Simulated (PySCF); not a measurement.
acetylene (C₂H₂), SMILES C#C.

The structure is a stationary point at PBE0-D3(BJ)/def2-TZVPD.

Two levels are set side by side: PBE/def2-TZVPD (PySCF) and CAM-B3LYP/def2-TZVPD (PySCF). Same geometry, gas phase. Differences are taken from unrounded values.

| quantity | PBE |
|---|---|
| orbital gap (eV) | 6.90 |
| highest occupied level (eV) | -7.19 |
| lowest empty level (eV) | -0.29 |
| mean polarisability (bohr³) | 23.5 |

Task: These are the PBE values. What does CAM-B3LYP give? (Estimate from the structure and the level; the computed values follow.)

Result: 
| quantity | CAM-B3LYP | PBE minus CAM-B3LYP |
|---|---|---|
| orbital gap (eV) | 11.04 | -4.14 |
| highest occupied level (eV) | -9.85 | 2.66 |
| lowest empty level (eV) | 1.19 | -1.48 |
| mean polarisability (bohr³) | 23.2 | 0.3 |

Without exact exchange PBE keeps part of each electron's self-repulsion, which lifts occupied levels and narrows the gap. Differences between two approximate levels are no errors against the true value.

Rough cost on one machine, each run with all the roots and properties that it gave: CAM-B3LYP against PBE within a factor of 2.
